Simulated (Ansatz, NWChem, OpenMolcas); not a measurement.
# PH3 (phosphine): the energy, rung by rung

The species is PH3 (4 atoms), meant as a singlet with charge 0. As SMILES, `P`. The coordinates come from a PBE0-D4/def2-TZVP relaxation.

```xyz
4

P     0.3460   -0.3265   -0.3328
H     0.6309   -0.0340    1.0270
H    -1.0055   -0.6630   -0.0572
H     0.0287    1.0235   -0.6369
```

Quantity: the energy change with the P1–H4 bond stretched from 1.420 to 2.130 Å, in eV. The values are calculated.

```tsv
level	kind	program	value (eV)	CPU time (all runs)
SVWN5/aug-cc-pVTZ (restricted)	LDA	NWChem	1.85	50 s
revPBE/aug-cc-pVTZ (restricted)	GGA	NWChem	1.81	56 s
TPSS/aug-cc-pVTZ (restricted)	meta-GGA	NWChem	1.94	55 s
M06-2X/aug-cc-pVTZ (restricted)	hybrid meta-GGA	OpenMolcas	2.11	1.7 min
wB97M-V/aug-cc-pVTZ (restricted)	range-separated hybrid	Ansatz	2.09	31 s
wB97X/aug-cc-pVTZ (restricted)	range-separated hybrid	Ansatz	2.17	22 s
RPA@PBE/aug-cc-pVTZ (restricted)	RPA	Ansatz	1.86	11 s
CCSD/aug-cc-pVTZ (restricted)	coupled cluster or CI	Ansatz	1.97	23 s
FCI/3-21G	exact in the basis	Ansatz	1.42	6 s
```

The first shape isn't each level's own minimum. The values span 1.42 to 2.17 eV. High-level rows in very small sets aren't better than simpler rows in larger ones. CPU times are rough (shared hosts, several kinds of processor and program).
